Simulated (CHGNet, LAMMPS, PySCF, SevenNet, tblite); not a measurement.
## How well does each level of theory give the cohesive energy of rock-salt LiCl?

Reference value: 3.59 eV/atom (measured, static lattice: zero-point vibration energy added; as tabulated in Mejia-Rodriguez and Trickey (2018), arXiv:1807.09216).

Problem. What do EIM, GFN2-xTB, CHGNet 0.3.0, CHGNet-r²SCAN, SevenNet-l3i5, PBE0, Hartree–Fock, MP2, CCSD(T) give, and how far is each from the reference?

Solution. 
```
level (code)          value (eV/atom)  cell (Å³/atom)  error (eV/atom)
--------------------  ---------------  --------------  ---------------
EIM (LAMMPS)                     3.58           16.91            -0.01
GFN2-xTB (tblite)                3.94           16.36            +0.35
CHGNet 0.3.0                     3.25           17.03            -0.34
CHGNet-r²SCAN                    3.61           16.46            +0.02
SevenNet-l3i5                    3.10           17.16            -0.49
PBE0 (PySCF)              3.37 ± 0.04           16.68            -0.22
Hartree–Fock (PySCF)      2.77 ± 0.05           18.03            -0.82
MP2 (PySCF)                3.76 ± 0.1           15.75            +0.17
CCSD(T) (PySCF)            3.66 ± 0.1           16.20            +0.07
```

Leaving aside GFN2-xTB (doubt noted below), CHGNet 0.3.0 (doubt noted below), CHGNet-r²SCAN (doubt noted below), SevenNet-l3i5 (doubt noted below): Once the reference is moved by up to 0.03 eV/atom (a margin picked here for doubts on the reference and the settings) and values within 0.03 eV/atom count as equal, the nearest can be EIM (-0.01 eV/atom) or CCSD(T) (+0.07 eV/atom). Among them Hartree–Fock (-0.82 eV/atom) misses by most. Within 0.3 eV/atom: EIM, PBE0, MP2, CCSD(T).

A ± on a computed value is a rough bar: the spread of its extrapolation, a floor set from checks against published values, or a statistical error. GFN2-xTB: the free atoms are run in the same model without spin. GFN2-xTB: the method was fitted mainly to molecules. GFN2-xTB: the run uses a supercell at the zone centre in place of a k mesh. CHGNet 0.3.0, CHGNet-r²SCAN, SevenNet-l3i5: free atoms can lie outside what these potentials were trained on. CHGNet 0.3.0: the energies of CHGNet 0.3.0 can hold anion corrections fitted to measured formation enthalpies. Each level is taken at its own relaxed cell.

Empirical potentials (EIM) are fitted to chosen data: where that held the value shown, agreement is built in, and what lay outside the fit can be far off. Machine-learned potentials (CHGNet 0.3.0, CHGNet-r²SCAN, SevenNet-l3i5) are trained on DFT data: a solid inside that data is no test of them.

Differences are worked out from the printed values.
